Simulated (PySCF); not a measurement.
1,3,5-triazine: full NMR table

| Quantity | Value |
| --- | --- |
| Formula | C3H3N3 |
| SMILES | c1ncncn1 |
| Point group of the computed structure | D3h |
| Degrees of unsaturation | 4 |
| Carbon signals | 1 |
| Proton signals | 1 |

Molfile (atoms numbered from 1):
```
C3H3N3
     RDKit          3D

  9  9  0  0  0  0  0  0  0  0999 V2000
    1.1546   -0.5396   -0.1970 C   0  0  0  0  0  0  0  0  0  0  0  0
    0.0994   -1.3361   -0.1733 N   0  0  0  0  0  0  0  0  0  0  0  0
   -1.0588   -0.7271   -0.3635 C   0  0  0  0  0  0  0  0  0  0  0  0
   -1.2140    0.5700   -0.5684 N   0  0  0  0  0  0  0  0  0  0  0  0
   -0.0913    1.2685   -0.5718 C   0  0  0  0  0  0  0  0  0  0  0  0
    1.1190    0.7681   -0.3900 N   0  0  0  0  0  0  0  0  0  0  0  0
    2.1258   -0.9943   -0.0452 H   0  0  0  0  0  0  0  0  0  0  0  0
   -1.9518   -1.3396   -0.3492 H   0  0  0  0  0  0  0  0  0  0  0  0
   -0.1695    2.3361   -0.7357 H   0  0  0  0  0  0  0  0  0  0  0  0
  1  2  2  0
  2  3  1  0
  3  4  2  0
  4  5  1  0
  5  6  2  0
  6  1  1  0
  1  7  1  0
  3  8  1  0
  5  9  1  0
M  END
```

In vacuum, non-relativistic Hamiltonian, one conformer, rapidly exchanging positions averaged. GIAO PBE0/pcSseg-1 shieldings; B3LYP/pcJ-1 coupling constants; geometry from GFN2-xTB; PySCF 2.14.0 with density-fitted response routines.

References, each an isolated molecule treated in the same way: TMS for ¹H (σ = 31.72 ppm) and ¹³C (σ = 186.93 ppm); ¹⁵N (σ = 267.73 ppm) vs NH3.

```tsv
carbon	δC, type	δH (multiplicity, J in Hz)	HMBC from (abs. J ≥ 3 Hz)	span of the C tensor (ppm)
C1/C3/C5	172.9, CH	9.46 (s)	H7/H8/H9	218
```

Other nuclei:
```tsv
atoms	nucleus	environment	δ (ppm)	σ (ppm)
N2/N4/N6	¹⁵N	pyridine-type ring nitrogen	321.2	-53.5
```

Selected couplings (Hz, signed; the shortest-range and largest first, 30 at most; isotopes ¹³C, ¹H, ¹⁵N): ¹J(C1,H7) 212.8, ¹J(C1,N2) 3.4, ²J(N2,H7) -15.6, ³J(C1,N4) -6.8.

- Carbon types of the structure: 3 × CH, which accounts for all hydrogens.
- δC 172.9: aromatic CH between two ring heteroatoms.
- δH 9.46: hydrogen on an aromatic CH between two ring heteroatoms; ring-current deshielding.

Shifts are as computed. Against solution values, carbons near 30 ppm lie about +3 ppm off and those near 130 ppm about +5 ppm. Of 1211 compounds with measured shifts, 218 miss one by over three times the rms of a fit or turn the order of signals round; such compounds aren't used in these exercises. Experimental scales use liquid or dissolved standards, which lie at an offset from isolated NH3 (liquid NH3: subtract about 20 ppm). Unscaled 15N shifts of sp2 nitrogen come out 20 to 40 ppm too high even then.
